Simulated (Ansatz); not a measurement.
Geometry optimisation, RKS B3LYP/def2-SVP in Ansatz.

input.yaml

```yaml
crystal:
  periodic: [false, false, false]
  atoms:
    - { symbol: "N", position_ang: [-0.8714, -1.6738, 0.6788] }
    - { symbol: C, position_ang: [-0.1507, -0.8798, -0.1842] }
    - { symbol: C, position_ang: [0.2372, 0.3607, -0.0094] }
    - { symbol: O, position_ang: [0.2402, 1.3318, 0.9094] }
    - { symbol: C, position_ang: [0.9525, 1.5129, -0.3637] }
    - { symbol: F, position_ang: [0.4034, 2.382, -1.2922] }
    - { symbol: H, position_ang: [-0.87781, -2.6386, 0.38544] }
    - { symbol: H, position_ang: [-0.45541, -1.5743, 1.63486] }
    - { symbol: H, position_ang: [0.1311, -1.3902, -1.0507] }
    - { symbol: H, position_ang: [2.0264, 1.5954, -0.2579] }
basis:
  gaussian: { orbitals: def2-SVP }
hamiltonian:
  xc: b3lyp
relax:
  f_tol: 0.015
  max_steps: 40
```

Command:

```bash
$ ansatz run input.yaml --threads 2 --pin off --max-ram 3072MiB --backend cpu --events-out ev --progress --plain --runs-dir out
```

Q: Where does it end, and by what steps?

A: It converged. After 11 steps the energy has fallen by 0.399 eV; H8 moved furthest, 0.48 Å.

```
step  energy less start (eV)  largest force component (eV/Å)  accepted
   0                  0.0000                           2.246       yes
   1                 -0.2881                           0.841       yes
   2                 -0.3563                           0.381       yes
   3                 -0.3779                           0.570       yes
   4                 -0.3389                           1.763        no
   5                 -0.3924                           0.147       yes
   6                 -0.3956                           0.107       yes
   7                 -0.3979                           0.106       yes
   8                 -0.3988                           0.056       yes
   9                 -0.3988                           0.019       yes
  10                 -0.3990                           0.028       yes
  11                 -0.3991                           0.008       yes
```

```xyz
10
Properties=species:S:1:pos:R:3
N -0.866 -1.703 0.644
C -0.097 -0.978 -0.269
C 0.382 0.250 -0.082
O 0.399 1.219 0.927
C 0.960 1.527 -0.343
F 0.299 2.457 -1.061
H -0.677 -2.701 0.647
H -0.863 -1.328 1.588
H 0.059 -1.445 -1.245
H 2.040 1.728 -0.356
```

Whether the end is a true minimum wasn't checked by a vibrational analysis.

Time of the run: 55 s on 2 threads of Arm Neoverse N1, on a shared host, peak memory 0.22 GiB.
